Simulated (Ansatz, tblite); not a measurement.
# B(OH)3 (BH3O3): rung by rung

An exercise on one series of results from a longer session: the logs are not shown, and one member is left open.

Computed with Ansatz 0.2.0, Gaussian basis. Level: as each input shows.

The runs, in order: GFN1-xTB, GFN2-xTB, PBE-D4/def2-TZVP, r2SCAN-D4/def2-TZVP, HSE06-D4/def2-TZVP, LC-ωPBE/def2-TZVP, PBE-QIDH/def2-TZVP, BLYP-D4/def2-TZVP, B3LYP-D4/def2-TZVP, CAM-B3LYP-D4/def2-TZVP, r2SCANh-D4/def2-TZVP, PBE-D4/def2-SVP, PBE0-D4/def2-SVP, HF/6-31G, B3LYP-D4/6-31G, PBE0-D4/def2-TZVPD, PBE-D4/def2-TZVPD, r2SCAN-D4/def2-TZVPD, CCSD(T)/def2-TZVPP, MP2/def2-TZVP, RPA/def2-TZVP.

**The structure**

The geometry is that of the singlet, from an earlier relaxation (r2SCAN-D4/def2-TZVP).

7 atoms, charge 0, spin multiplicity 1.

Bond lengths: B1–O2 1.364 Å, B1–O4 1.380 Å, B1–O6 1.371 Å, O2–H3 0.962 Å, O4–H5 0.960 Å, O6–H7 0.960 Å. Angles: O2–B1–O4 118.3°, O2–B1–O6 116.2°, O4–B1–O6 125.5°, B1–O2–H3 111.6°, B1–O4–H5 115.7°, B1–O6–H7 115.1°.

Coordinates:

```xyz
7
BH3O3
B     0.1736   -0.1269   -0.0758
O     1.4971   -0.2090   -0.3940
H     1.9467    0.6302   -0.2563
O    -0.3162    1.0811    0.3777
H    -1.2525    1.0966    0.5910
O    -0.5600   -1.2734   -0.2364
H    -1.4887   -1.1986   -0.0062
```

PBE0-D4/def2-TZVP was run before; its log isn't repeated, and its numbers join the tables.

Set-up of the first run:

Tight binding, by tblite at 300 K electronic temperature and without a spin-polarisation term:

```python
tblite.interface.Calculator('GFN1-xTB', numbers, positions, charge=0, uhf=0).singlepoint()
```

Tight binding, by tblite at 300 K electronic temperature and without a spin-polarisation term:

```python
tblite.interface.Calculator('GFN2-xTB', numbers, positions, charge=0, uhf=0).singlepoint()
```

start.molden holds the orbitals of an earlier run on this state, given as this run's starting guess.

in.yaml reads:

```yaml
crystal:
  periodic: [false, false, false]
  atoms:
    - {symbol: B, position_ang: [0.173589, -0.126893, -0.075815]}
    - {symbol: O, position_ang: [1.497129, -0.209044, -0.393956]}
    - {symbol: H, position_ang: [1.946712, 0.630232, -0.256338]}
    - {symbol: O, position_ang: [-0.316170, 1.081053, 0.377728]}
    - {symbol: H, position_ang: [-1.252533, 1.096624, 0.591031]}
    - {symbol: O, position_ang: [-0.560045, -1.273379, -0.236417]}
    - {symbol: H, position_ang: [-1.488672, -1.198592, -0.006243]}
basis:
  gaussian: {orbitals: def2-TZVP, initial_orbitals: start.molden}
hamiltonian: {xc: pbe, dispersion: d4}
scf: {omitted_lower_state_checks: [starts]}
output: {orbitals: {seedname: orbitals}}
```

Command:

```
$ ansatz run in.yaml --threads 4 --pin off --events-out ev --progress --plain --max-ram 3916MiB
```

Among the steps run: PBE-D4/def2-TZVP; r2SCAN-D4/def2-TZVP; HSE06-D4/def2-TZVP; LC-ωPBE/def2-TZVP; PBE-QIDH/def2-TZVP; BLYP-D4/def2-TZVP; B3LYP-D4/def2-TZVP; CAM-B3LYP-D4/def2-TZVP; r2SCANh-D4/def2-TZVP; PBE-D4/def2-SVP; PBE0-D4/def2-SVP; HF/6-31G; B3LYP-D4/6-31G; PBE0-D4/def2-TZVPD; PBE-D4/def2-TZVPD; r2SCAN-D4/def2-TZVPD; CCSD(T)/def2-TZVPP; MP2/def2-TZVP; RPA/def2-TZVP.

One of the session's tables, all rows but one given; the rest of the session is left out.

| level | HOMO (eV) | LUMO (eV) | gap (eV) |
| --- | --- | --- | --- |
| HF/6-31G | -13.52 | 4.51 | 18.04 |
| PBE-D4/def2-SVP | -6.95 | -0.02 | 6.92 |
| PBE-D4/def2-TZVP | -7.42 | -0.74 | 6.68 |
| PBE-D4/def2-TZVPD | -7.55 | -1.26 | 6.29 |
| BLYP-D4/def2-TZVP | -7.33 | -0.83 | 6.50 |
| r2SCAN-D4/def2-TZVP | ? | ? | ? |
| r2SCAN-D4/def2-TZVPD | -7.91 | -0.58 | 7.33 |
| r2SCANh-D4/def2-TZVP | -8.47 | 0.28 | 8.75 |
| B3LYP-D4/6-31G | -8.44 | 0.63 | 9.07 |
| B3LYP-D4/def2-TZVP | -8.89 | -0.30 | 8.59 |
| PBE0-D4/def2-SVP | -8.80 | 0.91 | 9.71 |
| PBE0-D4/def2-TZVP | -9.17 | 0.12 | 9.29 |
| PBE0-D4/def2-TZVPD | -9.26 | -0.59 | 8.68 |
| HSE06-D4/def2-TZVP | -8.76 | -0.25 | 8.51 |
| CAM-B3LYP-D4/def2-TZVP | -10.70 | 0.81 | 11.51 |
| LC-ωPBE/def2-TZVP | -12.09 | 2.20 | 14.29 |

Q: Estimate the row for r2SCAN-D4/def2-TZVP from the others.

**Answer.** HOMO (eV): -7.81; LUMO (eV): 0.04; gap (eV): 7.85. In the column «HOMO (eV)» it lies between r2SCAN-D4/def2-TZVPD (-7.91) and PBE-D4/def2-TZVPD (-7.55).
